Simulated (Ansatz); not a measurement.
Relaxation of CH5BO (8 atoms, charge 0, multiplicity 1), to a largest force component of 0.02 eV/Å in at most 40 steps.

Level of theory: RKS PBE-D4/def2-SVP in Ansatz 0.2.0.

```xyz
8
Properties=species:S:1:pos:R:3
B 0.000 0.000 0.000
H 0.000 0.000 1.190
C 1.386 0.000 -0.800
H 1.715 -1.046 -0.970
H 1.249 0.508 -1.777
H 2.155 0.538 -0.208
O -1.221 0.000 -0.705
H -1.731 -0.847 -0.496
```

Q: Where does it end, and by what steps?

A: The run converged. After 10 steps the energy has fallen by 0.623 eV; H8 moved furthest, 0.66 Å.

```json
{"step": "0", "energy less start (eV)": "0.0000", "largest force component (eV/Å)": "1.746", "accepted": "yes"}
{"step": "1", "energy less start (eV)": "-0.2569", "largest force component (eV/Å)": "2.244", "accepted": "yes"}
{"step": "2", "energy less start (eV)": "-0.4196", "largest force component (eV/Å)": "2.446", "accepted": "yes"}
{"step": "3", "energy less start (eV)": "-0.5058", "largest force component (eV/Å)": "1.254", "accepted": "yes"}
{"step": "4", "energy less start (eV)": "-0.5698", "largest force component (eV/Å)": "0.782", "accepted": "yes"}
{"step": "5", "energy less start (eV)": "-0.6203", "largest force component (eV/Å)": "0.167", "accepted": "yes"}
{"step": "6", "energy less start (eV)": "-0.6228", "largest force component (eV/Å)": "0.024", "accepted": "yes"}
{"step": "7", "energy less start (eV)": "-0.6233", "largest force component (eV/Å)": "0.046", "accepted": "yes"}
{"step": "8", "energy less start (eV)": "-0.6234", "largest force component (eV/Å)": "0.033", "accepted": "yes"}
{"step": "9", "energy less start (eV)": "-0.6233", "largest force component (eV/Å)": "0.051", "accepted": "no"}
{"step": "10", "energy less start (eV)": "-0.6234", "largest force component (eV/Å)": "0.002", "accepted": "yes"}
```

```xyz
8
Properties=species:S:1:pos:R:3
B 0.018 -0.217 -0.089
H -0.032 -0.509 1.103
C 1.385 0.022 -0.820
H 2.023 -0.885 -0.737
H 1.278 0.286 -1.891
H 1.957 0.826 -0.307
O -1.147 -0.100 -0.791
H -1.928 -0.271 -0.236
```

Time of the run: 28 s on 1 thread of Arm Neoverse N1 (shared host), peak memory 0.12 GiB.
